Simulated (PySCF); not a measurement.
## Peak assignment

Numbering as in the mapped SMILES `[CH:1]#[C:2][C:3]([CH3:4])([CH3:5])[OH:6]`; H(Xn) means a hydrogen on atom n.

PySCF 2.14 calculation with J: B3LYP/pcJ-2 (without the spin–dipole term), structure optimised with PBE0-D3(BJ)/def2-TZVP and PBE0/pcSseg-2 with gauge-including orbitals; relativity neglected, one averaged value for each set of equivalent atoms, gas phase, single conformer.

Shifts are taken against calculated references (same method and geometry level): ¹³C (σ = 186.03 ppm) and ¹H (σ = 31.52 ppm) against TMS.

(1) Assign these signals to the numbered atoms. ¹³C{¹H} NMR (computed): δ 96.9 (C), 78.1 (CH), 69.3 (C), 33.7 (CH3).

(2) Assign these signals to the numbered atoms. ¹H NMR (400 MHz, computed): δ 2.08 (s, 1H), 1.43 (s, 6H), 0.85 (br s, 1H).

## Answers

(1) 
```tsv
δ (ppm)	atoms	environment	reason
96.9	C2	alkyne carbon	the triple bond shields along its axis, which puts it between sp3 and sp2 carbons
78.1	C1	terminal alkyne carbon	the triple bond shields along its axis, which puts it between sp3 and sp2 carbons
69.3	C3	propargylic fully substituted sp3 carbon bonded to O	the inductive effect lowers its shielding
33.7	C4/C5	methyl carbon	aliphatic region, no heteroatom directly attached
```

(2) 
2.08 → H(C1), hydrogen on a terminal alkyne carbon: it lies on the axis of the triple bond, in its shielding cone
1.43 → H(C4)/H(C5), hydrogen on a methyl carbon
0.85 → H(O6), hydrogen on an alcohol oxygen: exchangeable, gas-phase position

Exchangeable OH/NH protons stand at their gas-phase positions; hydrogen bonding in a real sample shifts them, mostly to higher δ. Shifts are as computed. Against solution values, carbons near 30 ppm lie about +3 ppm off and those near 130 ppm about +9 ppm. Of 1211 compounds with measured shifts, 218 miss one by over three times the rms of a fit or turn the order of signals round; such compounds aren't used in these exercises.
